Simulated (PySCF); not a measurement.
# Basis-set dependence of population analyses: trans-1,2-difluoroethene

Species: trans-1,2-difluoroethene, C2H2F2.
Structure used (PBE0-D3(BJ)/def2-SVP), in Å, numbered top down from 1:
```
atom  x, y, z in Å
F1     0.8302   -0.6016   -1.4354
C2     0.4237    0.2107   -0.4665
C3    -0.4237   -0.2107    0.4665
F4    -0.8302    0.6016    1.4354
H5     0.8350    1.2227   -0.5055
H6    -0.8350   -1.2227    0.5055
```

PBE0 throughout (PySCF), one geometry, spherical d and f functions. Isolated species at its PBE0-D3(BJ)/def2-SVP geometry, gas phase. Atoms taken as equivalent share a column and are averaged.

Mulliken charges (e):

```csv
basis,functions,F1/F4,C2/C3,H5/H6
STO-3G,22,-0.069,-0.018,+0.087
6-31G,40,-0.306,+0.113,+0.193
pcSseg-0,40,-0.350,+0.093,+0.257
6-31G*,60,-0.293,+0.111,+0.182
def2-SVP,66,-0.206,+0.148,+0.058
cc-pVDZ,66,-0.164,+0.116,+0.048
pcSseg-1,78,-0.265,+0.141,+0.124
aug-cc-pVDZ,110,-0.431,+0.666,-0.235
"6-311+G(2d,p)",120,-0.250,+0.107,+0.143
def2-TZVP,136,-0.179,+0.051,+0.127
cc-pVTZ,148,-0.158,+0.054,+0.104
IGLO-III,160,-0.230,+0.122,+0.108
```

IAO charges (e):

```
        basis  functions   F1/F4   C2/C3   H5/H6
       STO-3G         22  -0.086  -0.044  +0.130
        6-31G         40  -0.238  +0.067  +0.171
     pcSseg-0         40  -0.229  +0.064  +0.165
       6-31G*         60  -0.249  +0.092  +0.157
     def2-SVP         66  -0.249  +0.093  +0.156
      cc-pVDZ         66  -0.249  +0.090  +0.159
     pcSseg-1         78  -0.257  +0.094  +0.163
  aug-cc-pVDZ        110  -0.262  +0.096  +0.166
6-311+G(2d,p)        120  -0.263  +0.096  +0.168
    def2-TZVP        136  -0.263  +0.098  +0.165
      cc-pVTZ        148  -0.260  +0.096  +0.165
     IGLO-III        160  -0.264  +0.096  +0.167
```

Hirshfeld charges (e):

```
        basis  functions   F1/F4   C2/C3   H5/H6
       STO-3G         22  -0.025  -0.004  +0.029
        6-31G         40  -0.085  +0.018  +0.068
     pcSseg-0         40  -0.078  +0.016  +0.063
       6-31G*         60  -0.077  +0.013  +0.064
     def2-SVP         66  -0.074  +0.013  +0.061
      cc-pVDZ         66  -0.067  +0.007  +0.060
     pcSseg-1         78  -0.079  +0.016  +0.063
  aug-cc-pVDZ        110  -0.081  +0.014  +0.068
6-311+G(2d,p)        120  -0.085  +0.016  +0.069
    def2-TZVP        136  -0.081  +0.014  +0.067
      cc-pVTZ        148  -0.077  +0.012  +0.065
     IGLO-III        160  -0.082  +0.014  +0.067
```

ESP-fitted charges (e):

| basis | functions | F1/F4 | C2/C3 | H5/H6 |
| --- | --- | --- | --- | --- |
| STO-3G | 22 | -0.050 | -0.053 | +0.103 |
| 6-31G | 40 | -0.173 | -0.006 | +0.179 |
| pcSseg-0 | 40 | -0.174 | -0.020 | +0.193 |
| 6-31G* | 60 | -0.103 | -0.076 | +0.179 |
| def2-SVP | 66 | -0.125 | -0.052 | +0.177 |
| cc-pVDZ | 66 | -0.108 | -0.073 | +0.180 |
| pcSseg-1 | 78 | -0.127 | -0.064 | +0.191 |
| aug-cc-pVDZ | 110 | -0.128 | -0.065 | +0.193 |
| 6-311+G(2d,p) | 120 | -0.126 | -0.077 | +0.203 |
| def2-TZVP | 136 | -0.119 | -0.077 | +0.196 |
| cc-pVTZ | 148 | -0.114 | -0.077 | +0.191 |
| IGLO-III | 160 | -0.123 | -0.072 | +0.195 |

Q: Which scheme is steadiest as the basis changes?

A: Largest range over the bases for any column: Hirshfeld 0.06 e, ESP-fitted 0.12 e, IAO 0.18 e, Mulliken 0.68 e. Hirshfeld charges move least and Mulliken charges most, counted in e. Without the minimal STO-3G basis the ranges are Hirshfeld 0.02, ESP-fitted 0.07, IAO 0.03, Mulliken 0.61 e.

Q: How much do the charges still move between the two largest bases, cc-pVTZ and IGLO-III?

A: At most, over all atoms: Mulliken 0.072 e, IAO 0.003 e, Hirshfeld 0.005 e, ESP-fitted 0.009 e.

Q: What do the same runs give for the total energy and the frontier levels?

A: 
| basis | energy (Eh) | HOMO (eV) | LUMO (eV) |
| --- | --- | --- | --- |
| STO-3G | -272.9568 | -3.87 | 4.03 |
| 6-31G | -276.6945 | -7.39 | 0.53 |
| pcSseg-0 | -276.1266 | -7.55 | 0.36 |
| 6-31G* | -276.7559 | -7.08 | 0.90 |
| def2-SVP | -276.5556 | -7.36 | 0.53 |
| cc-pVDZ | -276.7802 | -7.23 | 0.65 |
| pcSseg-1 | -276.7441 | -7.49 | 0.36 |
| aug-cc-pVDZ | -276.8045 | -7.53 | 0.06 |
| 6-311+G(2d,p) | -276.8578 | -7.56 | 0.08 |
| def2-TZVP | -276.8867 | -7.49 | 0.28 |
| cc-pVTZ | -276.8721 | -7.43 | 0.38 |
| IGLO-III | -276.8910 | -7.53 | 0.15 |
